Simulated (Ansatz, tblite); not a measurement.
# [GeH3]-: removing an electron

One table from this session's results is given with a row withheld; the runs are named, their logs left out.

The runs use Ansatz 0.2.0, Gaussian basis; as each input shows.

The runs, in order: charge 0 doublet, at the geometry of the singlet (PBE0-D4/def2-TZVPD, PBE-D4/def2-TZVPD, r2SCAN-D4/def2-TZVPD, CCSD(T)/def2-TZVPPD); the starting singlet's energies come from earlier runs.

## The relaxed structure

The singlet was relaxed beforehand with r2SCAN-D4/def2-TZVPD.

4 atoms, charge -1, spin multiplicity 1.

Atoms are counted from 1 here; the program's logs count them from 0.

Bond lengths: Ge1–H2 1.611 Å, Ge1–H3 1.611 Å, Ge1–H4 1.611 Å. Angles: H2–Ge1–H3 92.1°, H2–Ge1–H4 92.1°, H3–Ge1–H4 92.1°.

The ion is computed in the gas phase, without counter-ions or solvent.

Set-up of the first run:

File in.yaml:

```yaml
crystal:
  periodic: [false, false, false]
  atoms:
    - {symbol: Ge, position_ang: [-0.005633, 0.005426, 0.671560]}
    - {symbol: H, position_ang: [1.340572, -0.031746, -0.212405]}
    - {symbol: H, position_ang: [-0.641376, 1.172660, -0.238720]}
    - {symbol: H, position_ang: [-0.693563, -1.146350, -0.220425]}
basis:
  gaussian: {orbitals: def2-TZVPD}
magnetization: {spin_polarized: true, initial_magnetization: 1}
hamiltonian: {xc: pbe0, dispersion: d4}
output: {orbitals: {seedname: orbitals}}
```

Command:

```console
$ ansatz run in.yaml --threads 4 --pin off --events-out ev --progress --plain --max-ram 3916MiB
```

Among the steps run: Charge 0 doublet at the fixed geometry, PBE0-D4/def2-TZVPD; Charge 0 doublet at the fixed geometry, PBE-D4/def2-TZVPD; Charge 0 doublet at the fixed geometry, r2SCAN-D4/def2-TZVPD; Charge 0 doublet at the fixed geometry, CCSD(T)/def2-TZVPPD.

One table of the session follows, with a row left open; its other results are not shown here.

It belongs to the step «Vertical ionisation energy». 

| method | vertical ionisation energy (eV) |
| --- | --- |
| HF/def2-TZVPPD | 1.12 |
| PBE-D4/def2-TZVPD | ? |
| r2SCAN-D4/def2-TZVPD | 2.08 |
| PBE0-D4/def2-TZVPD | 2.09 |
| MP2/def2-TZVPPD | 2.01 |
| CCSD/def2-TZVPPD | 2.01 |
| CCSD(T)/def2-TZVPPD | 2.06 |

Q: Estimate the row for PBE-D4/def2-TZVPD from the others.

**Answer.** vertical ionisation energy (eV): 2.12. In the column «vertical ionisation energy (eV)» it is the highest.

Limits of these values: The anion's highest level is positive in at least one run, so there the basis alone may hold the extra electron.
